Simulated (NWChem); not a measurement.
Total energies of disilane (H6Si2)

```xyz
8

Si     1.1759     0.0521     0.0000
Si    -1.1759    -0.0521     0.0000
H      1.6663     0.7806     1.2230
H      1.6663     0.7806    -1.2230
H      1.7601    -1.3356     0.0000
H     -1.6663    -0.7806     1.2230
H     -1.6663    -0.7806    -1.2230
H     -1.7601     1.3356     0.0000
```
Charge 0, spin multiplicity 1.

Program: NWChem. The geometry was optimised at PBE/def2-SVP, a minimum by its harmonic frequencies.

Basis set: cc-pVDZ (66 functions).

```csv
method,total energy (Ha)
RHF,-581.33854
MP2,-581.55284
B2PLYP,-582.29513
PBE,-582.24541
B3LYP,-582.61140
BP86,-582.62014
CCSD(T),-581.61097
```

Total energies of different functionals aren't comparable as a measure of quality: only differences taken within one method are. 

The correlated methods keep 10 core orbitals frozen. B3LYP has NWChem's definition, with VWN1-RPA local correlation. No row is a measurement; the coupled-cluster row has its own basis-set and correlation limits.
